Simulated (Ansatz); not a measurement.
## Abstraction of F: C2H2F4 + C2H2F → C2H2F3 + C2H2F2

Species: C2H2F4 (norflurane) `FCC(F)(F)F`, singlet; C2H2F `C=[C]F`, doublet; C2H2F3 `[CH2]C(F)(F)F`, doublet; C2H2F2 `C=C(F)F`, singlet. A radical takes F: the energy is the difference in strength between two C–F bonds in different surroundings.

Shapes, held fixed at every level: PBE0-D4/def2-TZVP. Programs: Ansatz 0.2.0. The zero-point and thermal change to 298 K, harmonic and unscaled (PBE0-D4/def2-TZVP), is -5.1 kJ/mol.

| level | kind | ΔH(298 K) (kJ/mol) |
| --- | --- | --- |
| HF/def2-SVP | Hartree–Fock | -75.4 |
| HF/def2-TZVPP | Hartree–Fock | -73.5 |
| PBE-D4/def2-TZVPP | GGA | -80.6 |
| B3LYP-D4/def2-TZVPP | global hybrid | -80.5 |
| BHLYP-D4/def2-TZVPP | global hybrid | -83.8 |
| PBE0-D4/def2-TZVPP | global hybrid | -83.8 |
| wB97X-V/def2-TZVPP | range-separated hybrid | -79.8 |
| B2PLYP/def2-TZVPP | double hybrid | -81.5 |

B2PLYP/def2-TZVPP gives ΔH(298 K) = -81.5 kJ/mol; the levels span -83.8 to -73.5. The median of the levels is -80.5. No measured value is set beside it here. Spin contamination: C2H2F (⟨S²⟩ up to 0.93). Open shells run unrestricted unless RO is named.
